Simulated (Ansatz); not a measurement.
A structure relaxed at PBE-D4/def2-TZVPD in Ansatz, charge -1, doublet:

Cartesian coordinates in Å:
```
Si 0.563 -1.990 -0.732
Si 0.000 0.001 -0.002
Si -0.563 1.989 0.734
```

Problem. Give its formula and point group.

Solution. Si3⁻. Point group D∞h (tolerance 0.1 Å).

Problem. Summarise the bond lengths by kind (pairs closer than 1.2 times the sum of covalent radii, bridged metal pairs left out).

Solution. 2 × Si–Si 2.19 Å.

The highest occupied level of the charge -1 doublet lies above zero (up to 0.30 eV). The electron is either unbound and held by the finite basis, or the level is raised by self-interaction error. Another isomer (doublet) lies 1.16 eV lower at PBE0-D4/def2-TZVPD; other spin states weren't run for this one.
